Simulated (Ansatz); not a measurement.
**Heat of formation of HF (SMILES F) from total energies**

HF has 2 atoms, charge 0, and is taken as a singlet. SMILES: `F`. The coordinates come from a PBE0-D4/def2-TZVP relaxation.

```xyz
2

F    -0.3900    0.1446   -0.1964
H     0.3900   -0.1446    0.1964
```

Total energies at BHLYP/3-21G (Ansatz 0.2.0); the atoms run unrestricted:

```
species    state  energy (Eh)
     HF  singlet   -99.829149
      F  doublet   -99.164656
      H  doublet    -0.494191
```

Harmonic wavenumbers at PBE0-D4/def2-TZVP, in cm⁻¹: 4154.

Measured heats of formation of the gaseous atoms at 298.15 K, in kJ/mol: F 79.4, H 218.0. Spin-orbit lowering of the atoms at 298 K (mean of the ground term's levels less their thermal mean, from spectra), in kJ/mol: F 1.29. Take 1 Eh = 2625.50 kJ/mol, 1 cm⁻¹ = 0.0119627 kJ/mol, RT = 2.479 kJ/mol.

**Question.** Work out the heat of formation of the gas at 298 K.

**Answer.** 
1. Electronic atomisation energy: (-99.164656) + (-0.494191) − (-99.829149) = 0.170302 Eh = 447.1 kJ/mol.
2. Zero-point energy: half the sum of the wavenumbers, 2077 cm⁻¹ = 24.8 kJ/mol.
3. Thermal vibrational enthalpy, Σ hcν̃/(exp(hcν̃/kT) − 1): 0.0 kJ/mol. Translation, rotation and pV of a linear molecule: 3.5 RT = 8.7 kJ/mol.
4. The 2 free atoms carry 5/2 RT each: 12.4 kJ/mol.
5. Spin-orbit coupling lowers the free atoms by 1.29 = 1.3 kJ/mol.
6. Atomisation enthalpy at 298 K: 447.1 − 1.3 − 24.8 − 0.0 − 8.7 + 12.4 = 424.7 kJ/mol.
7. Sum of the atoms' heats of formation: 297.4 kJ/mol. Heat of formation: 297.4 − 424.7 = -127.3 kJ/mol.

The tabulated value is -272.7 kJ/mol (Active Thermochemical Tables), so this level is off by +145.4 kJ/mol, or 25.5 % of the atomisation enthalpy that the table implies (570.1 kJ/mol). Hybrids with much exact exchange underbind. A basis without polarisation functions underbinds badly. Anharmonicity and any spin-orbit splitting of the molecule are left out.
